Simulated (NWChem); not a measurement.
Everything below was run with NWChem. System: water (H$_{2}$O), charge 0, spin multiplicity 1, at a geometry optimised with B3LYP/def2-SVP. Level: G0W0@PBE0/def2-SVPD, RI basis def2-svpd-rifit.

Job file:

```
start mol
memory heap 200 mb stack 700 mb global 1700 mb
geometry units angstroms nocenter noautoz
  O      0.000000     0.000000    -0.120236
  H      0.757028     0.000000     0.480944
  H     -0.757028     0.000000     0.480944
  symmetry group C2v
end
basis spherical
  * library def2-svpd
end
basis "ri basis" bse spherical
  * library def2-svpd-rifit
end
dft
  xc pbe0
  iterations 100
  direct
  tolerances tight
end
task dft energy
gw
  states alpha occ 4 vir 2
end
task dft gw
```

NWChem printed:

```
             Northwest Computational Chemistry Package (NWChem) 7.3.0
             --------------------------------------------------------

                                NWChem Input Module
                                -------------------

 Scaling coordinates for geometry "geometry" by  1.889725989
 (inverse scale =  0.529177249)

 Turning off AUTOSYM since
 SYMMETRY directive was detected!

                             Geometry "geometry" -> ""
                             -------------------------

 Output coordinates in angstroms (scale by  1.889725989 to convert to a.u.)

  No.       Tag          Charge          X              Y              Z
 ---- ---------------- ---------- -------------- -------------- --------------
    1 O                    8.0000     0.00000000     0.00000000    -0.12023600
    2 H                    1.0000     0.75702800     0.00000000     0.48094400
    3 H                    1.0000    -0.75702800     0.00000000     0.48094400

 Effective nuclear repulsion energy (a.u.)       9.1080040135

            Nuclear Dipole moment (a.u.)
            ----------------------------
        X                 Y               Z
 ---------------- ---------------- ----------------
     0.0000000000     0.0000000000     0.0000000000

      Symmetry information
      --------------------

 Group name             C2v
 Group number             16
 Group order               4
 No. of unique centers     2

      Symmetry unique atoms

     1    2


 Summary of "ao basis" -> "" (spherical)
 ------------------------------------------------------------------------------
       Tag                 Description            Shells   Functions and Types
 ---------------- ------------------------------  ------  ---------------------
 *                         def2-svpd                  on all atoms

 new library libraries.bse/

 Summary of "ri basis" -> "" (spherical)
 ------------------------------------------------------------------------------
       Tag                 Description            Shells   Functions and Types
 ---------------- ------------------------------  ------  ---------------------
 *                      def2-svpd-rifit               on all atoms

                                 NWChem DFT Module
                                 -----------------

 Summary of "ao basis" -> "ao basis" (spherical)
 ------------------------------------------------------------------------------
       Tag                 Description            Shells   Functions and Types
 ---------------- ------------------------------  ------  ---------------------
 O                         def2-svpd                 9       23   4s3p2d
 H                         def2-svpd                 4        8   2s2p

 Summary of "ao basis" -> "ao basis" (spherical)
 ------------------------------------------------------------------------------
       Tag                 Description            Shells   Functions and Types
 ---------------- ------------------------------  ------  ---------------------
 O                         def2-svpd                 9       23   4s3p2d
 H                         def2-svpd                 4        8   2s2p

      Symmetry analysis of basis
      --------------------------

        a1         17
        a2          4
        b1         11
        b2          7

            General Information
            -------------------
          SCF calculation type: DFT
          Wavefunction type:  closed shell.
          No. of atoms     :     3
[...]
    25      0.073627  2 H  s                 33      0.073627  3 H  s

 Vector    5  Occ=2.000000D+00  E=-3.353153D-01  Symmetry=b2
              MO Center= -1.1D-16, -8.6D-17, -7.4D-02, r^2= 7.1D-01
   Bfn.  Coefficient  Atom+Function         Bfn.  Coefficient  Atom+Function
  ----- ------------  ---------------      ----- ------------  ---------------
     6      0.632145  1 O  py                 9      0.432857  1 O  py
    12      0.091863  1 O  py                27      0.028508  2 H  py
    35      0.028508  3 H  py                20      0.026462  1 O  d -1

 Vector    6  Occ=0.000000D+00  E= 1.131772D-02  Symmetry=a1
              MO Center=  1.7D-16, -4.9D-17,  8.6D-01, r^2= 4.3D+00
   Bfn.  Coefficient  Atom+Function         Bfn.  Coefficient  Atom+Function
  ----- ------------  ---------------      ----- ------------  ---------------
     4      2.187252  1 O  s                 25     -0.751016  2 H  s
    33     -0.751016  3 H  s                 13      0.472604  1 O  pz
    31      0.285252  2 H  pz                39      0.285252  3 H  pz
    29      0.278051  2 H  px                37     -0.278051  3 H  px
     2     -0.245047  1 O  s                  7     -0.188254  1 O  pz

 Vector    7  Occ=0.000000D+00  E= 7.887727D-02  Symmetry=b1
              MO Center=  2.9D-15, -1.7D-15,  4.2D-01, r^2= 6.2D+00
   Bfn.  Coefficient  Atom+Function         Bfn.  Coefficient  Atom+Function
  ----- ------------  ---------------      ----- ------------  ---------------
    11      1.276016  1 O  px                25     -1.251046  2 H  s
    33      1.251046  3 H  s                 29      0.470304  2 H  px
    37      0.470304  3 H  px                31      0.446303  2 H  pz
    39     -0.446303  3 H  pz                 5     -0.268637  1 O  px
    22     -0.119922  1 O  d  1              26      0.030797  2 H  px

 Vector    8  Occ=0.000000D+00  E= 1.275905D-01  Symmetry=b2
              MO Center= -9.4D-18, -2.2D-18, -3.4D-01, r^2= 6.3D+00
   Bfn.  Coefficient  Atom+Function         Bfn.  Coefficient  Atom+Function
  ----- ------------  ---------------      ----- ------------  ---------------
    12      1.588848  1 O  py                30     -0.353720  2 H  py
    38     -0.353720  3 H  py                 9     -0.230013  1 O  py
     6     -0.226902  1 O  py                20      0.168434  1 O  d -1

 center of mass
 --------------
 x =   0.00000000 y =   0.00000000 z =  -0.10007044

 moments of inertia (a.u.)
 ------------------
           2.310342816991           0.000000000000           0.000000000000
           0.000000000000           6.435463705811           0.000000000000
           0.000000000000           0.000000000000           4.125120888820

     Multipole analysis of the density
     ---------------------------------

     L   x y z        total         alpha         beta         nuclear
     -   - - -        -----         -----         ----         -------
     0   0 0 0     -0.000000     -5.000000     -5.000000     10.000000

     1   1 0 0     -0.000000     -0.000000     -0.000000      0.000000
     1   0 1 0     -0.000000     -0.000000     -0.000000      0.000000
     1   0 0 1      0.757654      0.378827      0.378827      0.000000

     2   2 0 0     -3.362138     -3.727615     -3.727615      4.093092
     2   1 1 0     -0.000000     -0.000000     -0.000000      0.000000
     2   1 0 1      0.000000      0.000000      0.000000      0.000000
     2   0 2 0     -5.786693     -2.893346     -2.893346      0.000000
     2   0 1 1      0.000000      0.000000      0.000000      0.000000
     2   0 0 2     -4.758628     -3.411830     -3.411830      2.065032

 Task  times  cpu:        0.2s     wall:        0.2s

                                NWChem Input Module
                                -------------------

                                 NWChem GW Module
                                 ----------------

                             ***********************
                             ***        GW       ***
                             ***********************

 Summary of "ri basis" -> "ri basis" (spherical)
 ------------------------------------------------------------------------------
       Tag                 Description            Shells   Functions and Types
 ---------------- ------------------------------  ------  ---------------------
 O                      def2-svpd-rifit             20       64   7s6p5d2f
 H                      def2-svpd-rifit              9       23   4s3p2d

                 Memory Information
                 ------------------
          Available GA per process is          1700.0 MBs
          Available stack per process is        700.0 MBs
          Available heap per process is           0.0 MBs

          Peak memory in Initialization
              Peak GA per process is                  0.3 MBs
              Peak stack per process is               0.0 MBs
              Peak heap per process is                0.4 MBs
              Memory not in MA per process            0.0 MBs

          Peak memory in AFF Calculation
              Peak GA per process is                  0.6 MBs
              Peak stack per process is               0.2 MBs
              Peak heap per process is                0.0 MBs
              Memory not in MA per process            0.2 MBs

          Computing 2-center integrals
          Computing Inverse Cholesky factor
          Computing 3-center integrals
          Computing V_xc ...

          Computing Sigma_x
          Computing RPA polarizability
          Solving quasiparticle equations

                  Alpha Orbitals
          State     Energy (eV)     Error (eV)
          -----------------------------------
@GW         2        -30.122           0.005
@GW         3        -18.174           0.002
@GW         4        -14.027           0.002
@GW         5        -11.748           0.002
@GW         6          2.197           0.004
@GW         7          3.747           0.003

   Applying  -2.6239 eV scissor-shift to rest of particle states

   Applying   1.8886 eV scissor-shift to rest of hole states

     GW Timing Statistics
   ------------------------
   Init.   :          0.0s
     ERIs  :          0.0s
     Distr.:          0.0s
     Vxc   :          0.0s
   Sigma_x :          0.0s
   RPA     :          0.0s
   Wmn     :          0.0s
   Sigma_c :          0.0s
   GW total:          0.1s

 Task  times  cpu:        0.1s     wall:        0.1s

 Total times  cpu:        0.2s     wall:        0.2s
```
